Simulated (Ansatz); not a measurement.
Born–Oppenheimer molecular dynamics of BH₆N (8 atoms, charge 0, multiplicity 1). It starts at the highest image of a converged band, a first-order saddle point between two minima.

The calculation used RKS PBE/def2-mTZVP in Ansatz.

```yaml
ensemble: NVE (velocity Verlet)
time_step: 0.5 fs
steps_asked: 200
starting_velocities_drawn_for: 300 K
seed: 10629
```

Frames 0.5 fs apart, positions in Å, forces in eV/Å.

Velocities at 15 fs (Å/ps):

```
B -2.27 -10.30 2.30
H -8.80 13.95 21.10
H -7.71 7.54 -15.13
H 29.40 20.22 -8.94
N 1.76 1.00 -2.96
H -2.58 0.90 -7.59
H -2.39 -2.31 -3.92
H -7.97 56.23 31.01
```

```xyz
8
Properties=species:S:1:pos:R:3:forces:R:3 time_fs=15 energy_less_start_eV=-0.191 T=547
B 0.026 -0.389 0.099 1.79 -1.84 0.50
H -0.305 0.444 1.374 -0.28 1.80 -0.15
H 1.072 0.193 -0.193 -0.48 -0.26 0.34
H -0.919 -0.133 -0.515 -1.08 0.35 -0.38
N 0.137 -1.813 0.719 -0.24 0.47 -1.29
H -0.603 -2.446 0.395 0.16 0.13 0.13
H 1.031 -2.274 0.572 0.15 0.03 0.06
H -0.202 -0.284 1.527 -0.01 -0.69 0.79
8
Properties=species:S:1:pos:R:3:forces:R:3 time_fs=15.5 energy_less_start_eV=-0.197 T=555
B 0.025 -0.394 0.100 2.00 -1.87 0.48
H -0.310 0.454 1.385 -0.35 2.22 -0.23
H 1.068 0.197 -0.200 -0.49 -0.30 0.41
H -0.905 -0.122 -0.520 -1.25 0.35 -0.40
N 0.138 -1.813 0.718 -0.37 0.50 -1.35
H -0.604 -2.445 0.391 0.21 0.16 0.17
H 1.030 -2.275 0.570 0.18 0.02 0.05
H -0.206 -0.257 1.544 0.06 -1.09 0.86
8
Properties=species:S:1:pos:R:3:forces:R:3 time_fs=16 energy_less_start_eV=-0.220 T=586
B 0.025 -0.400 0.101 2.09 -1.84 0.41
H -0.315 0.468 1.394 -0.38 2.38 -0.28
H 1.062 0.199 -0.207 -0.46 -0.33 0.48
H -0.895 -0.111 -0.526 -1.32 0.33 -0.36
N 0.138 -1.812 0.716 -0.47 0.53 -1.39
H -0.605 -2.444 0.388 0.24 0.18 0.21
H 1.030 -2.276 0.568 0.21 0.02 0.06
H -0.210 -0.232 1.562 0.09 -1.25 0.89
8
Properties=species:S:1:pos:R:3:forces:R:3 time_fs=16.5 energy_less_start_eV=-0.268 T=647
B 0.025 -0.406 0.103 2.05 -1.75 0.29
H -0.322 0.488 1.404 -0.36 2.19 -0.25
H 1.056 0.201 -0.212 -0.41 -0.35 0.53
H -0.888 -0.099 -0.532 -1.29 0.27 -0.28
N 0.139 -1.811 0.714 -0.52 0.55 -1.41
H -0.605 -2.443 0.385 0.24 0.17 0.23
H 1.030 -2.277 0.567 0.21 0.03 0.07
H -0.214 -0.211 1.583 0.08 -1.11 0.83
8
Properties=species:S:1:pos:R:3:forces:R:3 time_fs=17 energy_less_start_eV=-0.333 T=730
B 0.025 -0.413 0.104 1.90 -1.60 0.12
H -0.329 0.513 1.412 -0.30 1.72 -0.15
H 1.048 0.202 -0.215 -0.34 -0.36 0.56
H -0.883 -0.086 -0.540 -1.18 0.17 -0.14
N 0.140 -1.811 0.712 -0.52 0.56 -1.41
H -0.604 -2.441 0.383 0.21 0.15 0.25
H 1.030 -2.278 0.565 0.20 0.05 0.09
H -0.217 -0.192 1.606 0.03 -0.69 0.68
8
Properties=species:S:1:pos:R:3:forces:R:3 time_fs=17.5 energy_less_start_eV=-0.400 T=815
B 0.026 -0.420 0.106 1.65 -1.40 -0.08
H -0.337 0.543 1.420 -0.20 1.07 0.01
H 1.039 0.203 -0.218 -0.24 -0.35 0.58
H -0.882 -0.073 -0.548 -1.01 0.05 0.03
N 0.140 -1.810 0.709 -0.48 0.57 -1.40
H -0.603 -2.439 0.381 0.16 0.11 0.25
H 1.031 -2.279 0.564 0.17 0.08 0.12
H -0.221 -0.174 1.630 -0.05 -0.12 0.48
8
Properties=species:S:1:pos:R:3:forces:R:3 time_fs=18 energy_less_start_eV=-0.454 T=885
B 0.027 -0.427 0.107 1.35 -1.18 -0.30
H -0.346 0.575 1.429 -0.09 0.40 0.21
H 1.030 0.202 -0.219 -0.13 -0.34 0.60
H -0.883 -0.060 -0.555 -0.81 -0.09 0.22
N 0.141 -1.809 0.706 -0.40 0.57 -1.36
H -0.602 -2.436 0.380 0.09 0.05 0.25
H 1.032 -2.280 0.563 0.13 0.11 0.14
H -0.224 -0.157 1.655 -0.14 0.48 0.25
8
Properties=species:S:1:pos:R:3:forces:R:3 time_fs=18.5 energy_less_start_eV=-0.491 T=933
B 0.029 -0.434 0.109 1.01 -0.94 -0.53
H -0.354 0.608 1.437 0.00 -0.20 0.40
H 1.021 0.201 -0.218 0.00 -0.31 0.60
H -0.886 -0.047 -0.562 -0.59 -0.24 0.42
N 0.141 -1.808 0.703 -0.29 0.56 -1.32
H -0.600 -2.434 0.380 0.01 -0.03 0.24
H 1.034 -2.280 0.562 0.08 0.14 0.17
H -0.228 -0.139 1.681 -0.22 1.01 0.03
8
Properties=species:S:1:pos:R:3:forces:R:3 time_fs=19 energy_less_start_eV=-0.514 T=963
B 0.031 -0.442 0.110 0.67 -0.70 -0.76
H -0.363 0.641 1.447 0.08 -0.67 0.56
H 1.012 0.199 -0.217 0.14 -0.27 0.59
H -0.891 -0.034 -0.569 -0.38 -0.39 0.61
N 0.141 -1.806 0.700 -0.17 0.54 -1.27
H -0.599 -2.431 0.380 -0.08 -0.11 0.22
H 1.036 -2.280 0.562 0.03 0.17 0.20
H -0.232 -0.118 1.707 -0.29 1.42 -0.15
8
Properties=species:S:1:pos:R:3:forces:R:3 time_fs=19.5 energy_less_start_eV=-0.531 T=985
B 0.033 -0.450 0.111 0.34 -0.48 -0.97
H -0.372 0.672 1.458 0.14 -0.99 0.69
H 1.002 0.196 -0.213 0.28 -0.22 0.57
H -0.896 -0.022 -0.573 -0.18 -0.53 0.78
N 0.142 -1.805 0.696 -0.06 0.51 -1.22
H -0.597 -2.429 0.381 -0.17 -0.19 0.21
H 1.038 -2.280 0.563 -0.02 0.19 0.23
H -0.237 -0.094 1.733 -0.33 1.70 -0.29
8
Properties=species:S:1:pos:R:3:forces:R:3 time_fs=20 energy_less_start_eV=-0.551 T=1012
B 0.035 -0.458 0.112 0.04 -0.26 -1.17
H -0.380 0.700 1.471 0.17 -1.17 0.78
H 0.994 0.193 -0.209 0.42 -0.16 0.55
H -0.902 -0.012 -0.576 -0.02 -0.66 0.92
N 0.142 -1.804 0.693 0.04 0.46 -1.17
H -0.596 -2.427 0.382 -0.24 -0.26 0.20
H 1.039 -2.279 0.563 -0.06 0.21 0.26
H -0.243 -0.066 1.758 -0.36 1.84 -0.37
8
Properties=species:S:1:pos:R:3:forces:R:3 time_fs=20.5 energy_less_start_eV=-0.582 T=1053
B 0.037 -0.466 0.113 -0.23 -0.06 -1.35
H -0.388 0.726 1.485 0.18 -1.20 0.81
H 0.987 0.189 -0.203 0.55 -0.09 0.52
H -0.907 -0.003 -0.577 0.12 -0.76 1.03
N 0.142 -1.802 0.689 0.11 0.38 -1.11
H -0.595 -2.426 0.384 -0.30 -0.31 0.20
H 1.041 -2.277 0.565 -0.08 0.21 0.28
H -0.250 -0.034 1.782 -0.36 1.83 -0.38
```

Of the whole run (100 fs, mean temperature of the second half 1872 K): The conserved energy stayed within 0.35 meV per atom of its start (net change -0.016 meV per atom), so the integration is sound. The kinetic energy rose, since the run started high on the potential surface and went downhill. It ends in pieces (BH4N + H2), so much of that is their flight and rotation, not heat. A run of 0.1 ps of so small a system gives no equilibrium averages. The orbitals stay closed-shell, which can raise the energy where a bond breaks towards radicals; this wasn't checked here.

Run time: 3.6 min on 1 thread of Arm Neoverse V1 (shared host), peak memory 0.095 GiB.
